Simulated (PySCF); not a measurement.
System: C₂H₆O, singlet: bend at the central O, local threefold symmetry of each CH3 group. Scanned: C-O-C angle. Other coordinates (O-C length, H-C-O angle, C-H length) were minimised at PBE0/def2-TZVP.

Computed with wB97X-V/def2-TZVP in PySCF.

Scanned values (°): 180, 172.50, 165, 157.50, 150, 142.50, 135, 127.50, 120, 112.50, 105, 97.50, 90.

Q: At which scan points does the profile have its minima and maxima, and how high do they lie?

A: Lower than their neighbours: 112.50° (0.0 kJ/mol). Higher than their neighbours: 180° (144.2 kJ/mol, end of the scan), 90° (69.8 kJ/mol, end of the scan). The whole profile spans 144.2 kJ/mol.
